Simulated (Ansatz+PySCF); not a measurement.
The numbers below are computed, except where a source is named.
Input for Ansatz (development build ahead of 0.2.0):

```yaml
crystal:
  periodic: [false, false, false]
  atoms:
    - { symbol: C, position_ang: [-0.00209, 0.00591, -0.73117] }
    - { symbol: C, position_ang: [-0.00123, 0.00992, 0.72298] }
    - { symbol: H, position_ang: [-0.0097, -0.93447, -1.30109] }
    - { symbol: H, position_ang: [0.00217, 0.92401, -1.29786] }
    - { symbol: H, position_ang: [-0.92799, 0.00882, 1.30378] }
    - { symbol: H, position_ang: [0.93429, 0.00539, 1.31083] }
basis:
  gaussian: { orbitals: def2-SVP }
magnetization:
  initial_magnetization: 2
hamiltonian:
  xc: hf
scf:
  omitted_lower_state_checks: [stability, starts, atomic_configurations, cluster_reference, orbital_swaps, given_window_search, neighbouring_geometries, increment]
```

The input is written out in the form of the current development build from the run's settings.

Results

```json
{"Converged": "yes", "Total energy": "-77.90358 hartree", "Spin squared of the determinant": "2.000"}
```

Caution: another spin multiplicity may lie lower.
